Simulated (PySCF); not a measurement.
Geometry (Å), atoms numbered from 1 in this order:
```xyz
10

C    -1.3487    0.0647    0.1494
O    -0.4357   -0.4072   -0.8164
C     0.8605   -0.5419   -0.3269
C     1.4766    0.7452    0.0299
N     1.9419    1.7567    0.3143
H    -2.3260    0.0941   -0.3290
H    -1.0847    1.0717    0.4923
H    -1.3896   -0.6084    1.0154
H     1.4608   -1.0070   -1.1115
H     0.8982   -1.1900    0.5611
```

All values are calculated (PySCF): PBE0/pcSseg-2 with gauge-including orbitals, structure optimised with PBE0-D3(BJ)/def2-TZVP. Relativity neglected, one computed conformer, no solvent model, rapidly exchanging positions averaged.

Scale: ¹³C (σref 186.03) and ¹H (σref 31.52) vs TMS; ¹⁷O (σref 329.54) vs H2O; ¹⁵N (σref 263.78) vs NH3 (reference shieldings calculated alike).

```tsv
atoms	nucleus	count	δ (ppm)
O2	¹⁷O	1	9.5
C4	¹³C	1	124.4
H9/H10	¹H	2	?
H6/H7/H8	¹H	3	?
C1	¹³C	1	61.3
N5	¹⁵N	1	310.5
C3	¹³C	1	60.9
```

Estimate the values marked ?.

## Answers


- H9/H10: 4.08 ppm, hydrogen on an sp3 CH2 bonded to O, α to a nitrile; its carbon carries O, hence the downfield position
- H6/H7/H8: 3.47 ppm, hydrogen on a methyl carbon bonded to O; its carbon carries O, hence the downfield position

Shifts are as computed. Against solution values, carbons near 30 ppm lie about +3 ppm off and those near 130 ppm about +9 ppm. Of 1211 compounds with measured shifts, 218 miss one by over three times the rms of a fit or turn the order of signals round; such compounds aren't used in these exercises. Experimental scales use liquid or dissolved standards, which lie at an offset from isolated NH3 (liquid NH3: subtract about 20 ppm) and H2O (liquid H2O: subtract about 36 ppm). Unscaled 15N shifts of sp2 nitrogen come out 20 to 40 ppm too high even then.
